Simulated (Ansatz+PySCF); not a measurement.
Values are calculated unless marked as measured or tabulated.
# Several solutions for singlet C2H2

```yaml
atoms:
  - { symbol: C, position_ang: [0.0000, 0.0000, -0.6043] }
  - { symbol: C, position_ang: [0.0000, 0.0000, 3.0213] }
  - { symbol: H, position_ang: [0.0000, 0.0000, -1.6792] }
  - { symbol: H, position_ang: [0.0000, 0.0000, 4.0963] }
```

Basis set: cc-pVDZ (spherical functions). Charge 0, multiplicity 1.

ωB97X (unrestricted) was run from several starts with Ansatz (development build ahead of 0.2.0) and PySCF 2.14.0.

```tsv
run	program	start	converged	energy (hartree)	<S²>
A	Ansatz	stability test followed	yes	-76.92975	1.05
B	Ansatz	atomic start, no search	yes	-76.81320	0.00
C	PySCF	program defaults	yes	-76.83314	1.00
D	Ansatz	search for the lowest state	yes	-76.92975	1.05
E	PySCF	guess minao, instabilities followed	yes	-76.92973	1.05
```

Q: Which runs reached the lowest solution of this kind, and what is wrong with the others?

A: A, D, E reached the lowest solution found. Converged but too high: B by 3.17 eV, C by 2.63 eV. Convergence only shows a stationary point, and even a stable one can lie too high; stability tests and further starts are what find lower ones. Caution: charge can spread falsely over distant fragments. Caution: the unrestricted determinant is a mixture of spin states. Caution: the determinant breaks the point group.
